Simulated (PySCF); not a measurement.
# C2Si: CISD/STO-3G

Aim: the energy change on altering one bond length of C2Si at CISD/STO-3G, from 2 runs. 

The calculation is run with PySCF 2.14.0.

5 further runs of the same task are left out: 5 set aside as unsound or not needed.

### 1 The system as given

C2Si has 3 atoms, charge 0, and is taken as a singlet. Geometry: relaxed at GFN2-xTB.

Bond lengths: C1–C2 1.259 Å, C2–Si3 1.781 Å. Angles: C1–C2–Si3 180.0°.

### 2 A single-point energy at CISD/STO-3G

Input file job.py:

```python
from pyscf import gto, ci

molecule = gto.M(
    atom='C -1.111830 0.737510 -0.522770; C -0.135170 0.089220 -0.063600; Si 1.247000 -0.826740 0.586370',
    verbose=3,
    spin=0,
    basis='sto-3g',
    max_memory=1860,
)

myscf = molecule.RHF()
myscf.conv_tol = 1e-10
myscf.kernel()
if not myscf.converged:
    myscf = myscf.newton().run(myscf.mo_coeff, myscf.mo_occ)

cisd = ci.CISD(myscf, frozen=7)
cisd.kernel()
e_tot = cisd.e_tot
print('E(%s) = %.9f' % ('CISD', e_tot))
```

On the command line:

```sh
$ OMP_NUM_THREADS=1 python job.py
```

What it wrote:

```text
converged SCF energy = -360.172402996265
E(RCISD) = -360.3418464437  E_corr = -0.1694434474350826
E(CISD) = -360.341846444
```

Wall time 0.72 s (1 thread of Arm Neoverse V1, shared host); peak memory 0.12 GiB.

### 3 The distorted shape at the same level

Input file job.py:

```python
from pyscf import gto, scf, ci

system = gto.M(
    atom=[
    ('C', (-1.893135, 1.256127, -0.890095)),
    ('C', (-0.135170, 0.089220, -0.063600)),
    ('Si', (1.247000, -0.826740, 0.586370)),
],
    max_memory=1860,
    verbose=4,
    basis='sto-3g',
)

hf = scf.RHF(system)
hf.conv_tol = 1e-10
hf.kernel()
if not hf.converged:
    hf = hf.newton().run(hf.mo_coeff, hf.mo_occ)

cisd = ci.CISD(hf, frozen=7)
cisd.kernel()
e_final = cisd.e_tot
print('E(%s) = %.9f' % ('CISD', e_final))
```

On the command line:

```sh
$ OMP_NUM_THREADS=1 python job.py
```

What it wrote:

```text
PySCF version 2.14.0

[INPUT] num. atoms = 3
[INPUT] num. electrons = 26
[INPUT] charge = 0
[INPUT] spin (= nelec alpha-beta = 2S) = 0
[INPUT] symmetry False subgroup None
[INPUT] Mole.unit = angstrom
[INPUT] Symbol           X                Y                Z      unit          X                Y                Z       unit  Magmom
[INPUT]  1 C     -1.893135000000   1.256127000000  -0.890095000000 AA   -3.577506666828   2.373736007672  -1.682035774845 Bohr   0.0
[INPUT]  2 C     -0.135170000000   0.089220000000  -0.063600000000 AA   -0.255434280257   0.168601364834  -0.120186581522 Bohr   0.0
[INPUT]  3 Si     1.247000000000  -0.826740000000   0.586370000000 AA    2.356488477333  -1.562312176223   1.108078707661 Bohr   0.0

nuclear repulsion = 44.349042465817
number of shells = 11
number of NR pGTOs = 57
number of NR cGTOs = 19
basis = sto-3g
ecp = {}

******** <class 'pyscf.scf.hf.RHF'> ********
method = RHF
initial guess = minao
damping factor = 0
level_shift factor = 0
DIIS = <class 'pyscf.scf.diis.CDIIS'>
diis_start_cycle = 1
diis_space = 8
diis_damp = 0
SCF conv_tol = 1e-10
SCF conv_tol_grad = None
SCF max_cycles = 50
direct_scf = True
direct_scf_tol = 1e-13
Set gradient conv threshold to 1e-05
Initial guess from minao.
init E= -359.165928045099
  HOMO = -0.0903574504068815  LUMO = 0.050531408589167  gap/eV = 3.83378
cycle= 1 E= -359.256799628891  delta_E= -0.0909  |g|= 0.82  |ddm|= 2.67
  HOMO = -0.106432261041983  LUMO = 0.156939155655956  gap/eV = 7.16670
cycle= 2 E= -355.398458284124  delta_E= 3.86  |g|= 1.79  |ddm|= 4.21
  HOMO = -0.0965942039891422  LUMO = 0.19959304636831  gap/eV = 8.05967
cycle= 3 E= -359.296589514598  delta_E= -3.9  |g|= 0.696  |ddm|= 4.23
  HOMO = -0.100970061882492  LUMO = 0.156383170083622  gap/eV = 7.00294
cycle= 4 E= -359.378032895452  delta_E= -0.0814  |g|= 0.711  |ddm|= 0.396
  HOMO = -0.136559953394313  LUMO = 0.20009932283831  gap/eV = 9.16097
cycle= 5 E= -359.412959525852  delta_E= -0.0349  |g|= 0.693  |ddm|= 0.239
  HOMO = -0.130893544091126  LUMO = 0.193513219791117  gap/eV = 8.82756
cycle= 6 E= -359.435971342039  delta_E= -0.023  |g|= 0.671  |ddm|= 0.0874
  HOMO = -0.143805412267134  LUMO = 0.212776284768408  gap/eV = 9.70308
cycle= 7 E= -359.526133721831  delta_E= -0.0902  |g|= 0.581  |ddm|= 0.289
  HOMO = -0.157067049265083  LUMO = 0.23342974797852  gap/eV = 10.62596
cycle= 8 E= -359.677772113229  delta_E= -0.152  |g|= 0.342  |ddm|= 0.566
  HOMO = -0.132770763468873  LUMO = 0.194683335461813  gap/eV = 8.91048
cycle= 9 E= -359.730360606674  delta_E= -0.0526  |g|= 0.203  |ddm|= 0.314
  HOMO = -0.128330714492509  LUMO = 0.182645919503173  gap/eV = 8.46211
cycle= 10 E= -359.756181829079  delta_E= -0.0258  |g|= 0.0731  |ddm|= 0.306
  HOMO = -0.127552511522223  LUMO = 0.178720177523224  gap/eV = 8.33410
cycle= 11 E= -359.760320514859  delta_E= -0.00414  |g|= 0.00138  |ddm|= 0.189
  HOMO = -0.12772660949736  LUMO = 0.179131112484608  gap/eV = 8.35002
cycle= 12 E= -359.760322633858  delta_E= -2.12e-06  |g|= 0.000753  |ddm|= 0.00474
  HOMO = -0.127812895373657  LUMO = 0.179153791421225  gap/eV = 8.35299
cycle= 13 E= -359.760323163448  delta_E= -5.3e-07  |g|= 0.000355  |ddm|= 0.00228
  HOMO = -0.12779675596054  LUMO = 0.179182295677742  gap/eV = 8.35333
cycle= 14 E= -359.760323451954  delta_E= -2.89e-07  |g|= 0.000216  |ddm|= 0.0019
  HOMO = -0.127815904427429  LUMO = 0.179213539561089  gap/eV = 8.35470
cycle= 15 E= -359.760323531393  delta_E= -7.94e-08  |g|= 0.000173  |ddm|= 0.000711
  HOMO = -0.127820853636021  LUMO = 0.179254963646695  gap/eV = 8.35596
cycle= 16 E= -359.76032363746  delta_E= -1.06e-07  |g|= 2.58e-05  |ddm|= 0.00187
  HOMO = -0.127822054732157  LUMO = 0.179255183910477  gap/eV = 8.35600
cycle= 17 E= -359.760323639368  delta_E= -1.91e-09  |g|= 2.56e-05  |ddm|= 0.00011
  HOMO = -0.127821929247434  LUMO = 0.179255127515473  gap/eV = 8.35599
cycle= 18 E= -359.760323640174  delta_E= -8.06e-10  |g|= 2.56e-05  |ddm|= 4.68e-05
  HOMO = -0.127821895963324  LUMO = 0.179255256651211  gap/eV = 8.35599
cycle= 19 E= -359.760323606478  delta_E= 3.37e-08  |g|= 2.44e-05  |ddm|= 0.00197
  HOMO = -0.127821999116255  LUMO = 0.179255241068404  gap/eV = 8.35600
cycle= 20 E= -359.760323571653  delta_E= 3.48e-08  |g|= 2.35e-05  |ddm|= 0.00214
  HOMO = -0.12782213159964  LUMO = 0.179254253296858  gap/eV = 8.35597
cycle= 21 E= -359.76032348259  delta_E= 8.91e-08  |g|= 1.97e-05  |ddm|= 0.00626
  HOMO = -0.127823293218612  LUMO = 0.1792589541716  gap/eV = 8.35613
cycle= 22 E= -359.760323316264  delta_E= 1.66e-07  |g|= 2.21e-05  |ddm|= 0.023
  HOMO = -0.127823155809186  LUMO = 0.17925957811812  gap/eV = 8.35615
cycle= 23 E= -359.760323317124  delta_E= -8.59e-10  |g|= 2.15e-05  |ddm|= 0.000451
  HOMO = -0.127823701255793  LUMO = 0.179258109716828  gap/eV = 8.35612
cycle= 24 E= -359.760323313781  delta_E= 3.34e-09  |g|= 2.66e-05  |ddm|= 0.00221
  HOMO = -0.12782395661756  LUMO = 0.179258732797582  gap/eV = 8.35615
cycle= 25 E= -359.760323313425  delta_E= 3.56e-10  |g|= 2.66e-05  |ddm|= 0.000506
  HOMO = -0.127823526629311  LUMO = 0.179257496813786  gap/eV = 8.35610
cycle= 26 E= -359.760323312952  delta_E= 4.72e-10  |g|= 3.1e-05  |ddm|= 0.00019
  HOMO = -0.127827039515554  LUMO = 0.179249674284089  gap/eV = 8.35598
cycle= 27 E= -359.760323314608  delta_E= -1.66e-09  |g|= 3.96e-06  |ddm|= 0.00025
  HOMO = -0.127826357302486  LUMO = 0.179247161813189  gap/eV = 8.35590
cycle= 28 E= -359.760323314376  delta_E= 2.32e-10  |g|= 1.83e-06  |ddm|= 0.000829
  HOMO = -0.127826134339637  LUMO = 0.179246188232054  gap/eV = 8.35586
cycle= 29 E= -359.760323314372  delta_E= 4.15e-12  |g|= 1.03e-06  |ddm|= 0.000163
  HOMO = -0.127826267541012  LUMO = 0.179246235075532  gap/eV = 8.35587
Extra cycle  E= -359.760323314375  delta_E= -2.73e-12  |g|= 9.13e-07  |ddm|= 3.53e-06
converged SCF energy = -359.760323314375

******** <class 'pyscf.ci.cisd.RCISD'> ********
CISD nocc = 6, nmo = 12
frozen orbitals 7
max_cycle = 50
direct = 0
conv_tol = 1e-09
max_cycle = 50
max_space = 12
lindep = 0
nroots = 1
Init t2, MP2 energy = -0.224220892402661
RCISD converged
E(RCISD) = -359.9965834839783  E_corr = -0.2362601696035598
E(CISD) = -359.996583484
```

It took 0.72 s on 1 thread of Arm Neoverse V1, shared host; peak memory 0.1 GiB.

### 4 Results

Level: CISD/STO-3G, 7 core orbitals frozen.

| quantity | value |
| --- | --- |
| first shape: total energy | -360.34185 Eh |
| first shape: dipole moment (Hartree–Fock density) | 5.48 D |
| first shape: HOMO energy (Hartree–Fock orbitals) | -6.69 eV |
| first shape: LUMO energy (Hartree–Fock orbitals) | 4.37 eV |
| first shape: HOMO–LUMO gap (Hartree–Fock orbitals) | 11.06 eV |
| first shape: correlation energy (7 core orbitals frozen) | -169.4 mEh |
| distorted shape: total energy | -359.99658 Eh |
| distorted shape: dipole moment (Hartree–Fock density) | 1.70 D |
| distorted shape: HOMO energy (Hartree–Fock orbitals) | -3.48 eV |
| distorted shape: LUMO energy (Hartree–Fock orbitals) | 4.88 eV |
| distorted shape: HOMO–LUMO gap (Hartree–Fock orbitals) | 8.36 eV |
| distorted shape: correlation energy (7 core orbitals frozen) | -236.3 mEh |
| energy change with the C1–C2 bond stretched from 1.259 to 2.266 Å | 9.395 eV |

In words: One bond (distorted shape) is far stretched, which a spin-restricted single reference describes badly; a broken-symmetry solution may lie lower. With the C1–C2 bond stretched from 1.259 to 2.266 Å the energy rises by 9.40 eV (217 kcal/mol). The first shape isn't relaxed at this level, so the change isn't measured from a minimum. A restricted reference can't describe the breaking bond well at this length. The minimal basis adds a large error of its own.
